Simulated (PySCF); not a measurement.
isobutane (C4H10), SMILES CC(C)C. Atoms are numbered in the order given.

```xyz
14

C     -1.2637    -0.7296    -0.0952
C      0.0000     0.0000     0.3715
C      0.0000     1.4592    -0.0952
C      1.2637    -0.7296    -0.0952
H     -2.1759    -0.2278     0.2665
H     -1.3140    -0.7586    -1.1975
H     -1.2852    -1.7704     0.2665
H      0.0000     0.0000     1.4778
H     -0.8906     1.9983     0.2665
H      0.0000     1.5173    -1.1975
H      0.8906     1.9983     0.2665
H      2.1759    -0.2278     0.2665
H      1.2852    -1.7704     0.2665
H      1.3140    -0.7586    -1.1975
```

The structure is a stationary point at B3LYP-D3(BJ)/def2-SVP.

Two levels are set side by side: PBE/pcSseg-1 (PySCF) and PBE0/pcSseg-1 (PySCF). GIAO shifts against TMS (¹H), TMS (¹³C) at the same level; non-relativistic, no solvent, atoms listed together averaged. Differences are taken from unrounded values.

```csv
quantity,PBE0
"δ(¹³C) of C1, C3, C4 (ppm)",28.1
δ(¹³C) of C2 (ppm),28.6
δ(¹H) of H8 (ppm),1.82
```

### Question
What does PBE give, and how far is it from PBE0? (The exact figures need the calculation; the answer reports its results.)

### Answer

```
quantity                     PBE  PBE minus PBE0
--------------------------  ----  --------------
δ(¹³C) of C1, C3, C4 (ppm)  28.9             0.8
δ(¹³C) of C2 (ppm)          31.3             2.7
δ(¹H) of H8 (ppm)           1.97            0.15
```

Rough cost on one machine, each run with all the roots and properties that it gave: PBE0 against PBE within a factor of 2.
